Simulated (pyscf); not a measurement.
ethane (H₃C–CH₃) + HO–SiH₂–O–SiH₃ -> H₃C–CH₂–O–SiH₃ + silanol (HO–SiH₃), a four-centre exchange (singlet surface; C–H, O–Si broken, C–O, H–Si formed). Structures and frequencies: ωB97X-D3(BJ)/def2-SVP in PySCF. Energies in kcal/mol from the separated reactants.

Small-basis levels: PySCF, no dispersion term, spherical d functions. AM1 to PM7: differences of heats of formation from MOPAC, which are fitted to 298 K values and so differ in kind from electronic energies by zero-point and thermal terms. Cost: rough CPU time at the saddle relative to B3LYP/6-31G*, from one job on a shared machine.

| level | barrier | reaction energy | cost |
|---|---|---|---|
| HF/3-21G | ? | +58.7 | 0.05 |
| HF/6-31G* | 135.4 | +49.7 | 0.09 |
| MP2/6-31G* | 121.1 | +51.3 | 0.1 |
| PBE/6-31G* | 97.2 | +44.7 | 1 |
| B3LYP/STO-3G | 109.4 | +30.7 | 0.5 |
| B3LYP/3-21G | 101.4 | +51.6 | 0.7 |
| B3LYP/LANL2DZ | 107.9 | +46.4 | 0.6 |
| M06-2X/6-31G* | 110.6 | +47.8 | 2 |
| B3LYP/6-311+G** | 111.0 | +47.9 | 2 |
| B3LYP/def2-SVP | 109.4 | +45.9 | 1 |
| AM1 | 103.5 | +37.4 | under 0.02 |
| PM6 | ? | +51.5 | under 0.02 |
| ωB97M-D3(BJ)/def2-TZVP | ? | +50.6 | – |

Question: Complete the blanks.

Answer: 
- HF/3-21G, barrier: 127.3
- PM6, barrier: 103.0
- ωB97M-D3(BJ)/def2-TZVP, barrier: 110.7

Against the last row the barrier runs from -13.5 (PBE/6-31G*) to +24.7 kcal/mol (HF/6-31G*). ωB97M-D3(BJ)/def2-TZVP has limits of its own. On the product side the descent ends in a complex (not fully relaxed), 4.6 kcal/mol under the separated species and 65.8 kcal/mol under the saddle at ωB97X-D3(BJ)/def2-TZVP. The same reactants have a lower exit, to CH₃• + CH₃• + HO–SiH₂–O–SiH₃ (no saddle counted: cutting one bond costs +98.1 kcal/mol at ωB97M-D3(BJ)/def2-TZVP, against +110.7 kcal/mol here). H₃C–CH₂–O–SiH₃ lies 18.1 kcal/mol over its isomer H₃C–CH₂–SiH₂–OH (electronic energy, ωB97M-D3(BJ)/def2-TZVP). One saddle was located; it need not be the lowest between these sides.
